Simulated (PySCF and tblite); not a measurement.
Results of a calculation; reference values are marked as such.
Methoxyacetonitrile, C₃H₅NO, numbered as in [CH3:1][O:2][CH2:3][C:4]#[N:5].

Free energies: PBE0-D3(BJ)/def2-TZVP on PBE0-D3(BJ)/def2-SVP structures plus GFN2-xTB thermal terms, symmetry and mirror images included. Conformers within 3 kcal/mol (GFN2-xTB free energy) were kept, 8 at most. (PySCF 2.14, tblite 0.8.)

Rotational constants are equilibrium values for the commonest isotopes; dipoles come from the energy level named.

Torsions listed: C1–O2–C3–C4. Of a mirror pair one member is shown.

```json
{"conformer": "1", "shape": "67°", "symmetry": "C1 (pair)"}
{"conformer": "2", "shape": "180°", "symmetry": "Cs"}
```

**Question.** Give the rotational constants and dipole components, as needed to look for these species in a jet-cooled rotational spectrum.

**Answer.** 
| conformer | A (MHz) | B (MHz) | C (MHz) | abs μa (D) | abs μb (D) | abs μc (D) | κ | Ic−Ia−Ib (u Å²) |
| --- | --- | --- | --- | --- | --- | --- | --- | --- |
| 1 | 12197 | 3391 | 2868 | 2.73 | 1.20 | 1.39 | -0.89 | -14.2 |
| 2 | 29991 | 2478 | 2358 | 4.17 | 2.25 | 0.00 | -0.99 | -6.4 |

**Question.** Which type of transition is strongest for conformer 1?

**Answer.** a-type, since that component is clearly the largest; the top is near-prolate.
